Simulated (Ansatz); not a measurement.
Process, species as SMILES: [C-]#[NH+] (C-NH) → C atom + H atom + N atom
B3LYP-D3(BJ)/def2-TZVP geometries, fixed; electronic energies without zero-point terms.

Basis-set convergence of the atomisation energy at PBE with Ansatz (a quantum-chemistry and plane-wave program). Cartesian d functions, on some or all atoms, in 6-31G*, 6-31+G*; all else is spherical. The program fits the integrals of some runs and decomposes those of others, by size. Open shells are unrestricted. No added dispersion term, no relativity. Functions are those of the species that has most. Reference: the value in pcseg-4, 311.42 kcal/mol, itself unsure by roughly 0.09 kcal/mol (its mean distance from aug-pcseg-3, aug-cc-pVQZ, cc-pV5Z). Deviations are taken from unrounded values.

| basis | functions | atomisation energy (kcal/mol) |
|---|---|---|
| 6-31G* | 32 | 304.43 |
| 6-31+G* | 40 | 304.16 |
| cc-pVDZ | 33 | 303.77 |
| aug-cc-pVDZ | 55 | 304.17 |
| def2-SVP | 33 | 311.88 |
| def2-SVPD | 48 | 314.45 |
| pcseg-1 | 33 | 306.08 |
| aug-pcseg-1 | 55 | 307.00 |
| 6-311G** | 42 | 308.55 |
| 6-311+G** | 50 | 307.84 |
| def2-TZVP | 68 | 310.48 |
| def2-TZVPD | 83 | 310.82 |
| cc-pVTZ | 74 | 310.78 |
| aug-cc-pVTZ | 115 | 310.58 |
| pcseg-2 | 74 | 311.12 |
| aug-pcseg-2 | 115 | 311.18 |
| def2-TZVPP | 76 | 311.07 |
| def2-TZVPPD | 91 | 311.25 |
| cc-pVQZ | 140 | 311.70 |
| aug-cc-pVQZ | 206 | 311.55 |
| def2-QZVPP | 144 | 311.15 |
| def2-QZVPPD | 159 | 311.24 |
| pcseg-3 | 153 | 311.42 |
| aug-pcseg-3 | 219 | 311.45 |

What the diffuse functions change, pair by pair:
- 6-31G* to 6-31+G*: 8 more functions, deviation -6.99 to -7.26 kcal/mol
- cc-pVDZ to aug-cc-pVDZ: 22 more functions, deviation -7.65 to -7.24 kcal/mol
- def2-SVP to def2-SVPD: 15 more functions, deviation 0.46 to 3.04 kcal/mol
- pcseg-1 to aug-pcseg-1: 22 more functions, deviation -5.34 to -4.42 kcal/mol
- 6-311G** to 6-311+G**: 8 more functions, deviation -2.86 to -3.57 kcal/mol
- def2-TZVP to def2-TZVPD: 15 more functions, deviation -0.94 to -0.60 kcal/mol
- cc-pVTZ to aug-cc-pVTZ: 41 more functions, deviation -0.63 to -0.84 kcal/mol
- pcseg-2 to aug-pcseg-2: 41 more functions, deviation -0.29 to -0.24 kcal/mol
- def2-TZVPP to def2-TZVPPD: 15 more functions, deviation -0.35 to -0.17 kcal/mol
- cc-pVQZ to aug-cc-pVQZ: 66 more functions, deviation 0.29 to 0.14 kcal/mol
- def2-QZVPP to def2-QZVPPD: 15 more functions, deviation -0.27 to -0.18 kcal/mol
- pcseg-3 to aug-pcseg-3: 66 more functions, deviation 0.01 to 0.03 kcal/mol

They bring the value nearer the reference by more than 0.09 kcal/mol in 6 of 12 pairs.
